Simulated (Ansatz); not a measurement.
Ideal-gas functions of C$_{2}$H$_{6}$B, SMILES `[BH]CC` radical at 400 K and 1 bar, from an Ansatz frequency run at PBE0-D4/def2-TZVP.

Molar mass 40.88 g/mol, point group Cs (symmetry number 1), electronic degeneracy 2, moments of inertia 12.327, 57.238, 63.442 u Å². Harmonic wavenumbers (cm⁻¹, unscaled): 72, 246, 339, 489, 747, 904, 921, 1024, 1092, 1237, 1303, 1379, 1408, 1492, 1494, 2627, 2975, 3005, 3051, 3122, 3129.

Use S(trans) = R[1.5 ln M + 2.5 ln T − 1.1517]; rotational temperatures θ = 24.2544 K / I; S(rot) = R[ln(√π/σ · √(T³/θAθBθC)) + 1.5]; for each mode x = 1.438777 ν̃/T, S = R[x/(eˣ − 1) − ln(1 − e⁻ˣ)] and H = RT x/(eˣ − 1); 1 cm⁻¹ = 0.0119627 kJ/mol; R = 8.31446 J/(mol·K).

Q: By hand: the entropy, in J/(mol·K).

A: Translation 161.2. Rotation: θ = 1.9676, 0.4237, 0.3823 K, giving 96.7. Vibration, mode by mode: 19.57, 9.60, 7.16, 4.61, 2.22, 1.42, 1.35, 1.00, 0.82, 0.54, 0.44, 0.35, 0.32, 0.25, 0.25, 0.01, 0.00, 0.00, 0.00, 0.00, 0.00, in all 49.9. Electronic 5.8. Sum 313.6 J/(mol·K).

Q: By hand: H − E and G − E in kJ/mol, counted from the electronic energy.

A: Zero-point energy ½ × 32056 × 0.0119627 = 191.7; thermal vibration 10.7; translation, rotation and pV give 4 RT = 13.3. H − E = 215.7 kJ/mol, and G − E = 215.7 − 400 × 313.6/1000 = 90.3 kJ/mol.

Vibration gives 16 % of the entropy, 19.6 J/(mol·K) of it from the mode under 150 cm⁻¹: soft modes count most, and the harmonic formula is weakest for them.
